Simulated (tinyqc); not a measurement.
Worked calculation (part 2 of 2): RHF in the sto-3g basis, for CH3-, spin multiplicity 1. The basis has no diffuse functions, so it cannot describe the extra electron: this is an exercise in the method, not the real anion. Computed by tinyqc, a small Python program that keeps every step (integrals from PySCF). Command: `OMP_NUM_THREADS=1 python tinyqc.py 22490 22491 out.jsonl` (the two numbers bound the seeds that draw the settings). One thread of a shared host (Intel(R) Xeon(R) Processor @ 2.60GHz), about 0.07 s of CPU time with the checks.

Geometry (angstrom):
```
atom,x,y,z
C,0.00000,0.00000,0.00100
H,1.21300,0.00000,0.00000
H,-0.60700,1.05100,0.00000
H,-0.60700,-1.05100,0.00000
```

## Iteration 2: building the Fock matrix

D after iteration 1:
```
,1C 1s,1C 2s,1C 2px,1C 2py,1C 2pz,2H 1s,3H 1s,4H 1s
1C 1s,2.13255,-0.53195,0.00647,0.00000,0.00000,0.00104,0.00392,0.00392
1C 2s,-0.53195,2.11346,-0.03944,0.00000,0.00004,0.01119,0.00426,0.00426
1C 2px,0.00647,-0.03944,1.54508,0.00000,0.00004,0.32085,-0.12535,-0.12535
1C 2py,0.00000,0.00000,0.00000,2.08940,0.00000,0.00000,-0.06351,0.06351
1C 2pz,0.00000,0.00004,0.00004,0.00000,2.00000,-0.00004,-0.00002,-0.00002
2H 1s,0.00104,0.01119,0.32085,0.00000,-0.00004,0.06682,-0.02601,-0.02601
3H 1s,0.00392,0.00426,-0.12535,-0.06351,-0.00002,-0.02601,0.01211,0.00825
4H 1s,0.00392,0.00426,-0.12535,0.06351,-0.00002,-0.02601,0.00825,0.01211
```

core Hamiltonian H = T + V (hartree):
```
,1C 1s,1C 2s,1C 2px,1C 2py,1C 2pz,2H 1s,3H 1s,4H 1s
1C 1s,-19.06989,-4.60304,-0.00001,0.00000,0.00003,-0.87516,-0.87376,-0.87376
1C 2s,-4.60304,-6.00495,-0.00010,0.00000,0.00036,-2.17663,-2.17436,-2.17436
1C 2px,-0.00001,-0.00010,-5.00841,0.00000,0.00000,-1.88042,0.93970,0.93970
1C 2py,0.00000,0.00000,0.00000,-5.00823,0.00000,0.00000,-1.62707,1.62707
1C 2pz,0.00003,0.00036,0.00000,0.00000,-4.85478,0.00162,0.00162,0.00162
2H 1s,-0.87516,-2.17663,-1.88042,0.00000,0.00162,-3.55293,-0.49765,-0.49765
3H 1s,-0.87376,-2.17436,0.93970,-1.62707,0.00162,-0.49765,-3.55151,-0.49728
4H 1s,-0.87376,-2.17436,0.93970,1.62707,0.00162,-0.49765,-0.49728,-3.55151
```

nuclear repulsion = 8.6049260 hartree

Given earlier and not repeated: Two-electron integrals (ij|kl) in chemists' order.

J_ij = sum D_kl (ij|kl), K_ij = sum D_kl (ik|jl); F = H + J - 0.5 K; E = tr D H + tr D J / 2 - 0.25 tr D K + E_nn.

Coulomb J (hartree):
```
,1C 1s,1C 2s,1C 2px,1C 2py,1C 2pz,2H 1s,3H 1s,4H 1s
1C 1s,13.75549,2.75295,0.00247,0.00000,0.00000,0.51927,0.51821,0.51821
1C 2s,2.75295,6.62691,0.02501,0.00000,-0.00002,2.33856,2.31532,2.31532
1C 2px,0.00247,0.02501,6.61740,0.00000,-0.00001,2.16091,-1.05745,-1.05745
1C 2py,0.00000,0.00000,0.00000,6.62517,0.00000,0.00000,1.84398,-1.84398
1C 2pz,0.00000,-0.00002,-0.00001,0.00000,6.62096,-0.00178,-0.00176,-0.00176
2H 1s,0.51927,2.33856,2.16091,0.00000,-0.00178,4.19205,0.51138,0.51138
3H 1s,0.51821,2.31532,-1.05745,1.84398,-0.00176,0.51138,4.09970,0.50731
4H 1s,0.51821,2.31532,-1.05745,-1.84398,-0.00176,0.51138,0.50731,4.09970
```

exchange K (hartree):
```
,1C 1s,1C 2s,1C 2px,1C 2py,1C 2pz,2H 1s,3H 1s,4H 1s
1C 1s,7.29408,1.33161,0.00117,0.00000,0.00000,0.26851,0.26693,0.26693
1C 2s,1.33161,2.16123,0.01181,0.00000,-0.00001,0.78585,0.75236,0.75236
1C 2px,0.00117,0.01181,1.70527,0.00000,0.00000,0.67663,-0.31006,-0.31006
1C 2py,0.00000,0.00000,0.00000,1.80053,0.00000,0.00000,0.49734,-0.49734
1C 2pz,0.00000,-0.00001,0.00000,0.00000,1.78732,-0.00052,-0.00049,-0.00049
2H 1s,0.26851,0.78585,0.67663,0.00000,-0.00052,0.72507,0.15608,0.15608
3H 1s,0.26693,0.75236,-0.31006,0.49734,-0.00049,0.15608,0.56733,0.18990
4H 1s,0.26693,0.75236,-0.31006,-0.49734,-0.00049,0.15608,0.18990,0.56733
```

Fock matrix F (hartree):
```
,1C 1s,1C 2s,1C 2px,1C 2py,1C 2pz,2H 1s,3H 1s,4H 1s
1C 1s,-8.96143,-2.51589,0.00188,0.00000,0.00003,-0.49014,-0.48902,-0.48902
1C 2s,-2.51589,-0.45865,0.01901,0.00000,0.00034,-0.23100,-0.23522,-0.23522
1C 2px,0.00188,0.01901,0.75636,0.00000,-0.00001,-0.05783,0.03728,0.03728
1C 2py,0.00000,0.00000,0.00000,0.71667,0.00000,0.00000,-0.03176,0.03176
1C 2pz,0.00003,0.00034,-0.00001,0.00000,0.87252,0.00010,0.00011,0.00011
2H 1s,-0.49014,-0.23100,-0.05783,0.00000,0.00010,0.27659,-0.06431,-0.06431
3H 1s,-0.48902,-0.23522,0.03728,-0.03176,0.00011,-0.06431,0.26453,-0.08493
4H 1s,-0.48902,-0.23522,0.03728,0.03176,0.00011,-0.06431,-0.08493,0.26453
```

total energy of this density = -36.9192769 hartree

## Iteration 2: DIIS over 2 matrices

error matrix X^T (FDS - SDF) X:
```
,1,2,3,4,5,6,7,8
1,0.00000,0.13653,0.00641,0.00000,-0.00010,-0.22410,-0.22852,-0.22852
2,-0.13653,0.00000,-0.01419,0.00000,-0.00015,0.48623,0.48681,0.48681
3,-0.00641,0.01419,0.00000,0.00000,-0.00001,0.85585,-0.42438,-0.42438
4,0.00000,0.00000,0.00000,0.00000,0.00000,0.00000,0.74764,-0.74764
5,0.00010,0.00015,0.00001,0.00000,0.00000,-0.00060,-0.00063,-0.00063
6,0.22410,-0.48623,-0.85585,0.00000,0.00060,0.00000,-0.01312,-0.01312
7,0.22852,-0.48681,0.42438,-0.74764,0.00063,0.01312,0.00000,0.00000
8,0.22852,-0.48681,0.42438,0.74764,0.00063,0.01312,0.00000,0.00000
```

B (overlaps of the stored error matrices):
```
,1,2
1,5.1322843e-01,-1.4065667e+00
2,-1.4065667e+00,6.1897739e+00
```

Minimise |sum c_i e_i|^2 with sum c_i = 1: solve [B -1; -1 0][c; lambda] = [0; -1] with B_ij = tr e_i^T e_j, and take F = sum c_i F_i.

DIIS coefficients: 0.79826  0.20174

extrapolated F (hartree):
```
,1C 1s,1C 2s,1C 2px,1C 2py,1C 2pz,2H 1s,3H 1s,4H 1s
1C 1s,-12.27090,-3.07088,0.00174,0.00000,0.00006,-0.58776,-0.58865,-0.58865
1C 2s,-3.07088,-1.25914,0.01274,0.00000,-0.00016,-0.40161,-0.40567,-0.40567
1C 2px,0.00174,0.01274,-0.10038,0.00000,0.00000,-0.16580,0.08606,0.08606
1C 2py,0.00000,0.00000,0.00000,-0.50469,0.00000,0.00000,-0.22756,0.22756
1C 2pz,0.00006,-0.00016,0.00000,0.00000,-0.44160,0.00014,0.00014,0.00014
2H 1s,-0.58776,-0.40161,-0.16580,0.00000,0.00014,-0.05307,-0.10148,-0.10148
3H 1s,-0.58865,-0.40567,0.08606,-0.22756,0.00014,-0.10148,-0.05605,-0.08675
4H 1s,-0.58865,-0.40567,0.08606,0.22756,0.00014,-0.10148,-0.08675,-0.05605
```

## Iteration 2: diagonalisation and new density

X:
```
,1C 1s,1C 2s,1C 2px,1C 2py,1C 2pz,2H 1s,3H 1s,4H 1s
1C 1s,1.02785,-0.15854,-0.00001,0.00000,0.00002,0.02371,0.02369,0.02369
1C 2s,-0.15854,1.30200,0.00017,0.00000,-0.00022,-0.27184,-0.27145,-0.27145
1C 2px,-0.00001,0.00017,1.14113,0.00000,0.00000,-0.28457,0.14217,0.14217
1C 2py,0.00000,0.00000,0.00000,1.14090,0.00000,0.00000,-0.24614,0.24614
1C 2pz,0.00002,-0.00022,0.00000,0.00000,1.00000,0.00022,0.00022,0.00022
2H 1s,0.02371,-0.27184,-0.28457,0.00000,0.00022,1.18646,-0.02260,-0.02260
3H 1s,0.02369,-0.27145,0.14217,-0.24614,0.00022,-0.02260,1.18607,-0.02256
4H 1s,0.02369,-0.27145,0.14217,0.24614,0.00022,-0.02260,-0.02256,1.18607
```

Diagonalise F' = X^T F X, C = X C', fill 5 alpha and 5 beta electrons from the bottom; D = 2 C_occ C_occ^T. Each column has its largest component positive (the first on a tie).

F' = X^T F X (hartree):
```
,1,2,3,4,5,6,7,8
1,-12.07197,-1.51286,-0.00033,0.00000,0.00010,-0.10058,-0.10139,-0.10139
2,-1.51286,-0.52427,0.01431,0.00000,-0.00032,-0.22845,-0.23237,-0.23237
3,-0.00033,0.01431,0.03917,0.00000,0.00000,-0.23706,0.11908,0.11908
4,0.00000,0.00000,0.00000,-0.39760,0.00000,0.00000,-0.20876,0.20876
5,0.00010,-0.00032,0.00000,0.00000,-0.44160,0.00015,0.00015,0.00015
6,-0.10058,-0.22845,-0.23706,0.00000,0.00015,0.20095,-0.03041,-0.03041
7,-0.10139,-0.23237,0.11908,-0.20876,0.00015,-0.03041,0.22176,-0.03272
8,-0.10139,-0.23237,0.11908,0.20876,0.00015,-0.03041,-0.03272,0.22176
```

orbital energies (hartree): MO1 -12.27095, MO2 -0.53313, MO3 -0.51141, MO4 -0.44160, MO5 -0.16884, MO6 0.36001, MO7 0.36828, MO8 0.44584

coefficients C:
```
,MO1,MO2,MO3,MO4,MO5,MO6,MO7,MO8
1C 1s,0.99958,-0.24307,0.00000,0.00041,-0.00312,-0.15815,0.00000,0.00487
1C 2s,0.00135,0.92782,0.00000,-0.00147,0.00384,1.03891,0.00000,-0.03757
1C 2px,-0.00011,-0.02731,0.00000,0.00007,0.72443,0.05648,0.00000,0.94596
1C 2py,0.00000,0.00000,0.93934,0.00000,0.00000,0.00000,-0.73516,0.00000
1C 2pz,0.00000,0.00186,0.00000,1.00000,0.00000,-0.00092,0.00000,0.00003
2H 1s,0.00052,0.07433,0.00000,-0.00026,0.35924,-0.74452,0.00000,-0.93555
3H 1s,0.00061,0.07528,0.07774,-0.00026,-0.15572,-0.68989,0.88597,0.51574
4H 1s,0.00061,0.07528,-0.07774,-0.00026,-0.15572,-0.68989,-0.88597,0.51574
```

D after iteration 2:
```
,1C 1s,1C 2s,1C 2px,1C 2py,1C 2pz,2H 1s,3H 1s,4H 1s
1C 1s,2.11651,-0.44837,0.00854,0.00000,-0.00009,-0.03734,-0.03440,-0.03440
1C 2s,-0.44837,1.72174,-0.04512,0.00000,0.00052,0.14069,0.13849,0.13849
1C 2px,0.00854,-0.04512,1.05110,0.00000,0.00004,0.51643,-0.22973,-0.22973
1C 2py,0.00000,0.00000,0.00000,1.76471,0.00000,0.00000,0.14604,-0.14604
1C 2pz,-0.00009,0.00052,0.00004,0.00000,2.00000,-0.00024,-0.00024,-0.00024
2H 1s,-0.03734,0.14069,0.51643,0.00000,-0.00024,0.26915,-0.10069,-0.10069
3H 1s,-0.03440,0.13849,-0.22973,0.14604,-0.00024,-0.10069,0.07192,0.04775
4H 1s,-0.03440,0.13849,-0.22973,-0.14604,-0.00024,-0.10069,0.04775,0.07192
```

## Iteration 16 (converged): orbitals

converged F (hartree):
```
,1C 1s,1C 2s,1C 2px,1C 2py,1C 2pz,2H 1s,3H 1s,4H 1s
1C 1s,-10.39738,-2.82491,0.00000,0.00000,0.00009,-0.54337,-0.54251,-0.54251
1C 2s,-2.82491,-0.94698,-0.00017,0.00000,0.00011,-0.42719,-0.42676,-0.42676
1C 2px,0.00000,-0.00017,0.33115,0.00000,0.00000,-0.22515,0.11255,0.11255
1C 2py,0.00000,0.00000,0.00000,0.33148,0.00000,0.00000,-0.19490,0.19490
1C 2pz,0.00009,0.00011,0.00000,0.00000,0.21949,0.00028,0.00028,0.00028
2H 1s,-0.54337,-0.42719,-0.22515,0.00000,0.00028,-0.03213,-0.10591,-0.10591
3H 1s,-0.54251,-0.42676,0.11255,-0.19490,0.00028,-0.10591,-0.03171,-0.10581
4H 1s,-0.54251,-0.42676,0.11255,0.19490,0.00028,-0.10591,-0.10581,-0.03171
```

As before.

F' = X^T F X (hartree):
```
,1,2,3,4,5,6,7,8
1,-10.15779,-1.59099,0.00001,0.00000,0.00015,-0.05365,-0.05340,-0.05340
2,-1.59099,0.01115,0.00007,0.00000,-0.00036,-0.37967,-0.37926,-0.37926
3,0.00001,0.00007,0.65945,0.00000,0.00000,-0.47091,0.23537,0.23537
4,0.00000,0.00000,0.00000,0.65938,0.00000,0.00000,-0.40751,0.40751
5,0.00015,-0.00036,0.00000,0.00000,0.21949,0.00041,0.00041,0.00041
6,-0.05365,-0.37967,-0.47091,0.00000,0.00041,0.34396,-0.03666,-0.03666
7,-0.05340,-0.37926,0.23537,-0.40751,0.00041,-0.03666,0.34375,-0.03659
8,-0.05340,-0.37926,0.23537,0.40751,0.00041,-0.03666,-0.03659,0.34375
```

orbital energies (hartree): MO1 -10.40433, MO2 -0.37146, MO3 -0.07328, MO4 -0.07309, MO5 0.21949, MO6 0.89970, MO7 1.11280, MO8 1.11331

coefficients C:
```
,MO1,MO2,MO3,MO4,MO5,MO6,MO7,MO8
1C 1s,0.99235,-0.20675,0.00005,0.00000,-0.00031,-0.23619,0.00000,-0.00029
1C 2s,0.03291,0.60367,-0.00027,0.00000,0.00143,1.25543,0.00000,0.00184
1C 2px,0.00000,0.00018,0.43193,0.00000,0.00000,-0.00116,0.00000,1.11221
1C 2py,0.00000,0.00000,0.00000,0.43190,0.00000,0.00000,1.11188,0.00000
1C 2pz,-0.00001,-0.00028,0.00000,0.00000,1.00000,-0.00156,0.00000,0.00000
2H 1s,-0.00607,0.26876,0.59954,0.00000,-0.00043,-0.65980,0.00000,-0.83492
3H 1s,-0.00607,0.26838,-0.30006,0.51947,-0.00042,-0.66074,-0.72190,0.41613
4H 1s,-0.00607,0.26838,-0.30006,-0.51947,-0.00042,-0.66074,0.72190,0.41613
```

D after iteration 16:
```
,1C 1s,1C 2s,1C 2px,1C 2py,1C 2pz,2H 1s,3H 1s,4H 1s
1C 1s,2.05501,-0.18431,-0.00002,0.00000,-0.00054,-0.12312,-0.12305,-0.12305
1C 2s,-0.18431,0.73101,-0.00002,0.00000,0.00253,0.32376,0.32378,0.32378
1C 2px,-0.00002,-0.00002,0.37313,0.00000,0.00000,0.51802,-0.25912,-0.25912
1C 2py,0.00000,0.00000,0.00000,0.37308,0.00000,0.00000,0.44872,-0.44872
1C 2pz,-0.00054,0.00253,0.00000,0.00000,2.00000,-0.00100,-0.00100,-0.00100
2H 1s,-0.12312,0.32376,0.51802,0.00000,-0.00100,0.86343,-0.21547,-0.21547
3H 1s,-0.12305,0.32378,-0.25912,0.44872,-0.00100,-0.21547,0.86389,-0.21549
4H 1s,-0.12305,0.32378,-0.25912,-0.44872,-0.00100,-0.21547,-0.21549,0.86389
```

## Convergence

Stop when the energy changes by less than 1e-08 hartree and every element of the error matrix X^T (F D S - S D F) X is below 3e-05.

Course of the cycle:
```
iteration,E (hartree),change,largest element of the error matrix
1,-11.6816974,-,3.08e-01
2,-36.9192769,-2.52e+01,8.56e-01
3,-37.6687966,-7.50e-01,7.11e-01
4,-36.6748407,9.94e-01,8.97e-01
5,-36.7560892,-8.12e-02,8.89e-01
6,-37.0173336,-2.61e-01,8.39e-01
7,-37.2240674,-2.07e-01,7.93e-01
8,-37.2301165,-6.05e-03,7.91e-01
9,-37.7959520,-5.66e-01,6.96e-01
10,-38.6068880,-8.11e-01,2.70e-01
11,-38.7212144,-1.14e-01,1.24e-01
12,-38.7534865,-3.23e-02,6.14e-03
13,-38.7535440,-5.75e-05,1.82e-03
14,-38.7535501,-6.11e-06,1.37e-04
15,-38.7535502,-2.22e-08,4.09e-05
16,-38.7535502,-1.49e-09,1.85e-06
```

PySCF RHF in the same basis = -38.7535502 hartree

Converged in 16 iterations.

## Populations, bond orders and dipole

overlap S:
```
,1C 1s,1C 2s,1C 2px,1C 2py,1C 2pz,2H 1s,3H 1s,4H 1s
1C 1s,1.00000,0.24836,0.00000,0.00000,0.00000,0.04678,0.04671,0.04671
1C 2s,0.24836,1.00000,0.00000,0.00000,0.00000,0.42242,0.42205,0.42205
1C 2px,0.00000,0.00000,1.00000,0.00000,0.00000,0.42242,-0.21113,-0.21113
1C 2py,0.00000,0.00000,0.00000,1.00000,0.00000,0.00000,0.36556,-0.36556
1C 2pz,0.00000,0.00000,0.00000,0.00000,1.00000,-0.00035,-0.00035,-0.00035
2H 1s,0.04678,0.42242,0.42242,0.00000,-0.00035,1.00000,0.10066,0.10066
3H 1s,0.04671,0.42205,-0.21113,0.36556,-0.00035,0.10066,1.00000,0.10060
4H 1s,0.04671,0.42205,-0.21113,-0.36556,-0.00035,0.10066,0.10060,1.00000
```

Mulliken: Z minus the diagonal of D S on the atom; Loewdin: the same with S^(1/2) D S^(1/2); Mayer order: 2 sum_s sum (D(s) S)_ij (D(s) S)_ji over the two atoms.

Charges (e):
```
atom,Mulliken,Loewdin
1C,-0.48979,-0.54488
2H,-0.16987,-0.15152
3H,-0.17017,-0.15180
4H,-0.17017,-0.15180
```

Mayer bond orders:
```
pair,order
2-1,0.93803
3-1,0.93793
3-2,0.01656
4-1,0.93793
4-2,0.01656
4-3,0.01656
```

dipole moment about the origin, x y z (debye): 0.00208  0.00000  -0.00811
